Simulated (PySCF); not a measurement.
CHN, SMILES [C-]#[NH+]. Atoms are numbered in the order given.

```xyz
3

C      0.0000     0.0000     0.7365
N      0.0000     0.0000    -0.4277
H      0.0000     0.0000    -1.4255
```
Charge 0, spin multiplicity 1.

The structure is a stationary point at B3LYP-D3(BJ)/def2-TZVPD.

Two levels are set side by side: PBE/pcJ-2 (PySCF) and PBE0/pcJ-2 (PySCF). One-bond couplings, all four terms, same geometry. Isotopes: 13C, 14N, 1H. Differences are taken from unrounded values.

```json
[
 {"quantity": "¹J(C1,N2) (Hz)", "PBE0": "4.6", "PBE": "0.8", "PBE minus PBE0": "-3.8"},
 {"quantity": "¹J(N2,H3) (Hz)", "PBE0": "85.6", "PBE": "81.4", "PBE minus PBE0": "-4.2"}
]
```

Rough cost on one machine, each run with all the roots and properties that it gave: PBE0 against PBE about 3 times.
